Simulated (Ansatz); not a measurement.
Consider the formal exchange of groups at a C–F bond: `CCOCF` + `C#N` → `CCOCC#N` + H–F.

Isolated molecules relaxed with PBE0-D4/def2-TZVP in Ansatz; ΔE leaves out vibrations. CCSD(T)/CBS adds triple-zeta CCSD(T) − MP2 to the extrapolated MP2 energy (def2 sets, frozen cores). This one scheme is used for every species. One conformer a species, not always the lowest.

```
  species  CCSD(T)/def2-TZVPP energy (Eh)
  `CCOCF`                      -293.17414
    `C#N`                       -93.27732
`CCOCC#N`                      -286.11680
      H–F                      -100.34454
```

Q: Work out ΔE.

A: ΔE = (-286.11680) + (-100.34454) − (-293.17414) − (-93.27732) = -0.00988 Eh = -6.2 kcal/mol. CCSD(T)/CBS gives -7.0 kcal/mol.

Largest T1 diagnostic among the species: 0.014.

From PBE to PBE0 (25 % exact exchange), in def2-TZVPP and without D4, ΔE moves by −0.8 kcal/mol. In def2-TZVPP, CCSD(T) changes the Hartree–Fock value by −4.6 kcal/mol (the triples alone add −0.5 kcal/mol) and MP2 by −6.8 kcal/mol.
